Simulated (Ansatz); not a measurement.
A made-up structure of CH₅OSi (charge +1), singlet:

```
atom    x (Å)    y (Å)    z (Å)
  O1  -1.2311   0.2080  -1.3120
  C2   0.6081  -0.3122   0.8321
 Si3  -0.2031   0.5721  -0.6869
  H4  -1.6467  -0.6115  -0.9746
  H5   0.3313   1.7647  -1.2423
  H6   0.5765   0.4474   1.5707
  H7   1.5785  -0.5291   0.4648
  H8  -0.0163  -1.1509   1.0062
```

It is relaxed with PBE-D4/def2-SVP and then PBE0-D4/def2-TZVP (Ansatz 0.2.0). Atoms count as bonded within 1.22 times the sum of their covalent radii (H–H: 0.88 Å). The end point is not checked to be a true minimum.

Q: Does its bonding change? (A judgement: the text doesn't fix the answer.)

A: By the calculation: No: no bond forms or breaks.

Where it ends: The first stage lowers the energy by 5.68 eV in 6 steps. It ends as CH₅OSi ([CH3][SiH][OH]), total charge +1:
```xyz
8
angstrom
O -1.4051 0.1171 -1.3826
C 0.6290 -0.2566 0.7998
Si -0.1106 0.5867 -0.6205
H -1.9651 -0.6494 -1.2147
H 0.4265 1.8143 -1.2174
H 0.6608 0.4427 1.6454
H 1.6702 -0.5059 0.5579
H 0.0916 -1.1603 1.0903
```

Labels in which every atom is bracketed show which atoms are joined, not bond orders.

For scale, one of the runs: PBE0-D4/def2-TZVP relaxation, 129 basis functions, launched by `ansatz run in.yaml --threads 2 --pin off --events-out ev --progress --plain --max-ram 4352MiB`. The run took about 6 s on 2 CPU threads of an AMD EPYC 9R45 (shared host).
